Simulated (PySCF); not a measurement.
Compound: CH3CH2CH2CHFCH3, C5H11F.
Numbering: `[CH3:1][CH2:2][CH2:3][C@@H:4]([CH3:5])[F:6]` (hydrogens: H7, H8, H9 on C1; H10, H11 on C2; H12, H13 on C3; H14 on C4; H15, H16, H17 on C5)

Level: wB97X-D/pcSseg-2 in PySCF, non-relativistic, on one gas-phase PBE0-D3(BJ)/def2-TZVP geometry that isn't relaxed in the solvent. The solvent is an IEF-PCM continuum (Bondi radii, 1.10 Å for H, scaled by 1.2). Specific hydrogen bonds and non-electrostatic terms are outside this model.

Gas phase at wB97X-D/pcSseg-2: HOMO -10.86 eV, LUMO 2.36 eV, dipole 1.84 D.

Q: What does the continuum do to the energy, the frontier levels and the dipole at wB97X-D/pcSseg-2 in chloroform?

A: 
```json
{"solvent": "chloroform", "ε": "4.711", "E(solvent) − E(gas) (kJ/mol)": "-9.11", "polarisation term (kJ/mol)": "-10.09", "distortion of the solute (kJ/mol)": "0.98", "HOMO (eV)": "-10.77", "LUMO (eV)": "2.55", "dipole (D)": "2.24"}
```

Polarisation term: ½ Σ q·V over the induced surface charges. Distortion: the rise of the solute's own energy as its density leaves the gas-phase optimum.

Q: Which radius a makes the point-dipole formula ΔE = −[(ε − 1)/(2ε + 1)]·μ²/a³ give the value in chloroform, with the gas-phase dipole?

A: μ = 0.723 au and |ΔE| = 0.00347 Eh give a = 2.00 Å; the farthest nucleus lies 3.44 Å from the centroid of the nuclei, so such a sphere wouldn't even hold the nuclei. The formula assumes a rigid point dipole at the centre of a sphere.

On one thread, Arm Neoverse V2 (aarch64), no GPU, shared host with 32 logical CPUs at a one-minute load of 8.8, this took 65 s wall and 2.0 GiB of memory at its peak. This is the whole shielding run at wB97X-D/pcSseg-2 in chloroform, SCF included.

Conformer computed: `[CH3:1][CH2:2][CH2:3][C@@H:4]([CH3:5])[F:6]`: C1–C2–C3–C4 179°, C2–C3–C4–C5 179°.

The pairwise dispersion term of wB97X-D wasn't added to the energies; at a given geometry it leaves orbitals and properties as they are.
